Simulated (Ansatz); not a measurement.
We consider bcc W, described by r²SCAN (plane waves, PAW; Ansatz, an electronic-structure program).

A relaxed, unreconstructed slab of the (211) face has 12 atoms, two equal faces of 12.297 Å² each and an energy of -124761.8819 eV. A bulk cell of 6 atoms with the same orientation and in-plane k mesh has -62383.8006 eV. Energies are extrapolated to zero smearing.

Run with plane-wave cutoff 500 eV, 12×20×1 k mesh (along the axes of the cell as run), Fermi–Dirac smearing 0.1 eV, scalar-relativistic PAW data made under PBE.

Worked out: γ = (E_slab − N E_bulk per atom)/2A = [-124761.8819 − 12 × (-62383.8006/6)]/(2 × 12.297) = 0.2325 eV/Å². With 16.022 J/m² per eV/Å² this is 3.73 J/m², or 2.86 eV per surface cell and face.
